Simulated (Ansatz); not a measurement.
# AlClH2: the cost of one run

Method: PBE0-D4/def2-TZVP structures, single points in def2-TZVPP, no counterpoise correction; program: Ansatz 0.2.0, Gaussian basis.

Levels: SPW92, PBE-D4, BLYP-D4, r2SCAN-D4, B97M-V, PBE0-D4, B3LYP-D4, r2SCAN0-D4, BHLYP-D4, CAM-B3LYP-D4, wB97X-V, wB97M-V, B2PLYP, PBE-QIDH, RPA on PBE, Hartree-Fock, MP2, CCSD, CCSD(T).

Correlated methods freeze the cores. B3LYP uses VWN-RPA correlation. B2PLYP carries no dispersion term here.

94 further runs of the same task are left out: 94 set aside as unsound or not needed.

### 1 The starting structure

The complex: 9 atoms, charge 0, spin multiplicity 1.

Atoms are counted from 1 here; the program's logs count them from 0.

Bond lengths: Al1–Cl2 2.110 Å, Al1–H3 1.575 Å, Al1–H4 1.577 Å, H5–C6 1.095 Å, C6–H7 1.090 Å, C6–H8 1.088 Å, C6–H9 1.097 Å. Angles: Cl2–Al1–H3 117.5°, Cl2–Al1–H4 116.8°, H3–Al1–H4 124.7°, H5–C6–H7 107.4°, H5–C6–H8 109.4°, H5–C6–H9 113.0°, H7–C6–H8 110.8°, H7–C6–H9 106.8°, H8–C6–H9 109.4°.

As a file:

```
Al   -0.27304   -0.70113   -1.33587
Cl    0.77737    0.67949   -2.53625
H     0.52548   -1.94482   -0.79023
H    -1.84176   -0.54871   -1.28277
H     0.83820    0.73529    0.35412
C     0.16615    0.49299    1.18356
H    -0.00243    1.41188    1.74426
H     0.62716   -0.26502    1.81292
H    -0.81713    0.13993    0.85026
```

Its parts: AlH2Cl holds atoms 1, 2, 3, 4; CH4 holds atoms 5, 6, 7, 8, 9. Each part counts its atoms afresh in its own runs.

### 2 Relaxing AlH2Cl alone

Input file relax-a/in.yaml:

```yaml
crystal:
  periodic: [false, false, false]
  atoms:
    - {symbol: Al, position_ang: [-0.273039, -0.701131, -1.335874]}
    - {symbol: Cl, position_ang: [0.777371, 0.679495, -2.536252]}
    - {symbol: H, position_ang: [0.525483, -1.944821, -0.790227]}
    - {symbol: H, position_ang: [-1.841764, -0.548708, -1.282769]}
basis:
  gaussian: {orbitals: def2-TZVP}
hamiltonian: {xc: pbe0, dispersion: d4}
relax: {f_tol: 0.005, max_steps: 200}
```

Run with:

```bash
$ ansatz run in.yaml --threads 2 --pin off --events-out ev --progress --plain --max-ram 4352MiB
```

**Question.** How long does this run take on 2 threads of Intel Xeon Platinum 8259CL at 2.50GHz, shared host?

About 6 s.
